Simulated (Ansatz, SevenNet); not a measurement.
For hcp Ru, the machine-learned potential SevenNet-l3i5 (trained on PBE and PBE+U data) gives:

| Item | Value |
|---|---|
| lattice parameter a | 2.734 Å |
| c axis length | 4.307 Å |

What does B3LYP (VWN-RPA form) (plane waves, PAW; Ansatz, a program for electronic structure) give for the same quantities?


- lattice constant a: 2.722 Å (drops by 0.4 %)
- lattice parameter c: 4.295 Å (drops by 0.3 %)

For comparison: lattice constant a 2.706 Å (measured, 293 K, not corrected to a static lattice, our sources range from 2.700 to 2.706; as tabulated in Wikipedia's data pages); lattice parameter c 4.282 Å (measured, 293 K, not corrected to a static lattice; as tabulated in Wikipedia's data pages).

Changes are worked out from the printed values.

Unless a cell is named, each level is at its own relaxed cell (SevenNet-l3i5 13.94, B3LYP (VWN-RPA form) 13.79 Å³/atom).

Ansatz's density-functional and Hartree–Fock values are scalar-relativistic unless marked +SOC, with PAW data made under PBE.
